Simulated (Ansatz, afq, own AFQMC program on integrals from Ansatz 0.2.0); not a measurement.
Two steps: Ansatz 0.2.0 writes the Fock matrix and Cholesky factors of the valence space, and afq projects on them the lowest state that overlaps trial and start.

```yaml
crystal:
  periodic: [false, false, false]
  atoms:
    - {symbol: C, position_ang: [0.000000, 0.000000, 0.497651]}
    - {symbol: C, position_ang: [0.000000, 0.000000, -0.673349]}
    - {symbol: H, position_ang: [0.000000, -0.939613, 1.046812]}
    - {symbol: H, position_ang: [0.000000, 0.939613, 1.046812]}
basis:
  gaussian: {orbitals: cc-pVDZ}
magnetization: {spin_polarized: false}
correlation: {method: ccsd_t, electrons: outside_noble_gas, hamiltonian_folder: ham}
```

```sh
$ ansatz run in.yaml --threads 1 --pin off --events-out ev --progress --plain --max-ram 1382MiB
```

afq runs on the folder ham with

```
--method phaseless --trial cisd --walkers 70 --populations 1 --least-time 40 --time-step 0.005 --steps-per-block 50 --equilibration-blocks 28 --max-blocks 300 --target-error 0.00038 --factor-cut 1e-05 --seed 5801 --release-times 0.24,0.51,0.99,1.62,2.4 --release-step 0.03 --release-every 4 --taylor-order 6
```

Times are imaginary, in 1/Eh. The walk had a cap of 536 s.

afq prints:

```
orbitals 36  electrons 5 5  factors 289 of 350
reference energy -76.74608641 Eh
CCSD correlation -0.25347396 Eh in 11 cycles, weight of the determinant in the CISD state 0.8893
energy of the start -76.999560 Eh
 block  time / (1/Eh)  mean weight  energy / Eh
     1     0.250  0.9998  -76.996344
     2     0.500  0.9981  -76.997718
     3     0.750  0.9996  -76.998968
     4     1.000  0.9994  -77.004091
     5     1.250  1.0011  -77.001983
    10     2.500  0.9987  -77.007493
    31     7.750  0.9989  -77.022341
    56    14.000  1.0007  -77.004452
    66    16.500  1.0016  -77.002513
    81    20.250  0.9985  -77.008527
   106    26.500  1.0003  -77.009873
   131    32.750  1.0028  -77.006619
   156    39.000  0.9974  -77.005711
   181    45.250  0.9982  -77.011406
   206    51.500  1.0013  -77.008425
   231    57.750  0.9977  -77.006752
   236    59.000  1.0002  -77.006308
blocks merged  error / Eh  count
     1  0.000258  210
     2  0.000304  105
     4  0.000347  52
     8  0.000369  26
    16  0.000334  13
released: time / (1/Eh)  energy / Eh  error  mean overlap
  0.24  -77.008102  0.000454  0.9982
  0.51  -77.008647  0.000385  0.9903
  0.99  -77.008748  0.000467  0.9940
  1.62  -77.010856  0.000572  0.9574
  2.40  -77.010270  0.000703  0.9761
energy -77.008012 +/- 0.000369 Eh
(rows thinned)
```

The run passed its tests (sampling time, drift between the halves within three errors, error under three times the target), which doesn't prove that it has relaxed.

Against this walk (error 10.0 meV) on the same determinant: CCSD(T) 1.5 meV lower (within the noise), CCSDT(Q) 38.1 meV lower. The error is statistical and leaves out the bias of the constraint. Released to 2.40 1/Eh the energy lies 61 ± 22 meV (both errors) below the phaseless value, which shows part or all of the bias of the constraint, and CCSDT(Q) lies 23.4 meV above the released value. CCSDT(Q) is the surest value here, so the walk's 38 meV above it is most likely the bias of the constraint with this trial, which can have either sign.

Cautions: constraint bias not in the error; restricted determinant unstable towards unrestricted (UHF 5 meV lower, ⟨S²⟩ 0.08).

The walk took 2.7 min on 1 thread of Arm Neoverse V2 (shared host). The log's last line is the phaseless energy.

CCSDT and higher add their correlation energy to the determinant of the CCSD(T) run, since their own runs factorise the integrals more tightly (a shift of under 2 meV). A walk keeps the symmetry of its determinant, which the program's search chose and which needn't be the lowest solution, so a lower state of the same spin and another symmetry isn't excluded.
